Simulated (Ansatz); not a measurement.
**BH2S2− (SMILES [S-]BS): single points off equilibrium**

Aim: energy, forces and dipole at a structure displaced at random from a GFN2-xTB minimum, from CCSD(T) and from density functionals.

The runs use Ansatz 0.2.0, Gaussian basis; single points in def2-TZVPPD.

Cores are frozen in the correlated methods.

### 1 Starting geometry

SMILES `[S-]BS`, 5 atoms, charge -1, spin multiplicity 1.

Atoms are counted from 1 here; the program's logs count them from 0.

Bond lengths: S1–B2 1.870 Å, B2–S3 1.955 Å, B2–H4 0.983 Å, S3–H5 1.203 Å. Angles: S1–B2–S3 117.3°, S1–B2–H4 128.1°, S3–B2–H4 113.7°, B2–S3–H5 98.5°.

As a file:

```csv
atom,x (Å),y (Å),z (Å)
S1,-1.1729,-1.1501,0.9449
B2,-0.5215,0.0463,-0.3358
S3,1.3430,0.6105,-0.1701
H4,-0.9450,0.3231,-1.1789
H5,1.6711,-0.1211,0.7268
```

### 2 CCSD(T)/def2-TZVPPD

Contents of run/in.yaml:

```yaml
crystal:
  periodic: [false, false, false]
  atoms:
    - {symbol: S, position_ang: [-1.172900, -1.150100, 0.944900]}
    - {symbol: B, position_ang: [-0.521500, 0.046300, -0.335800]}
    - {symbol: S, position_ang: [1.343000, 0.610500, -0.170100]}
    - {symbol: H, position_ang: [-0.945000, 0.323100, -1.178900]}
    - {symbol: H, position_ang: [1.671100, -0.121100, 0.726800]}
basis:
  gaussian: {orbitals: "def2-TZVPPD.json"}
total_charge: -1
correlation: {method: ccsd_t}
output: {forces: true}
```

The basis file named in the input lies beside it (Basis Set Exchange, JSON).

No record of the launch command was kept for these runs.

### 3 PBE0-D4/def2-TZVPPD

run/in.yaml, as its differences from that of step 2:

```diff
@@ -11,3 +11,3 @@
 total_charge: -1
-correlation: {method: ccsd_t}
-output: {forces: true}
+hamiltonian: {xc: pbe0, dispersion: d4}
+output: {forces: true, orbitals: {seedname: orbitals}}
```

### 4 wB97M-V/def2-TZVPPD

run/in.yaml, as its differences from that of step 3:

```diff
@@ -11,3 +11,3 @@
 total_charge: -1
-hamiltonian: {xc: pbe0, dispersion: d4}
-output: {forces: true, orbitals: {seedname: orbitals}}
+hamiltonian: {xc: {name: wB97M-V}}
+output: {forces: true}
```

### 5 r2SCAN-D4/def2-TZVPPD

run/in.yaml, as its differences from that of step 4:

```diff
@@ -11,3 +11,3 @@
 total_charge: -1
-hamiltonian: {xc: {name: wB97M-V}}
+hamiltonian: {xc: r2scan, dispersion: d4}
 output: {forces: true}
```

### 6 PBE-D4/def2-TZVPPD

run/in.yaml, as its differences from that of step 5:

```diff
@@ -11,3 +11,3 @@
 total_charge: -1
-hamiltonian: {xc: r2scan, dispersion: d4}
+hamiltonian: {xc: pbe, dispersion: d4}
 output: {forces: true}
```

### 7 r2SCANh-D4/def2-TZVPPD

run/in.yaml, as its differences from that of step 6:

```diff
@@ -11,3 +11,3 @@
 total_charge: -1
-hamiltonian: {xc: pbe, dispersion: d4}
+hamiltonian: {xc: {name: r2SCANh}, dispersion: d4}
 output: {forces: true}
```

### 8 LC-wPBE/def2-TZVPPD

run/in.yaml, as its differences from that of step 7:

```diff
@@ -11,3 +11,3 @@
 total_charge: -1
-hamiltonian: {xc: {name: r2SCANh}, dispersion: d4}
+hamiltonian: {xc: {name: LC-wPBE}}
 output: {forces: true}
```

(Steps that only read results are left out.)

What does the calculation give? Wanted: RMS force component; RMS force error; HOMO and LUMO, PBE0-D4; T1 diagnostic.

As calculated:

```
              quantity                                                                                              value
   RMS force component                                                               4.227 to 4.393 eV/Å over the methods
       RMS force error  PBE0-D4 0.102, wB97M-V 0.095, r2SCAN-D4 0.047, PBE-D4 0.127, r2SCANh-D4 0.068, LC-wPBE 0.229 eV/Å
HOMO and LUMO, PBE0-D4                                                                                  -0.82 and 3.22 eV
         T1 diagnostic                                                                                              0.019
```

**Reading.** For forces r2SCAN-D4 does best and LC-wPBE worst. Frozen-core CCSD(T) forces in triple zeta carry basis errors of their own, and this is one geometry, so small gaps rank nothing.
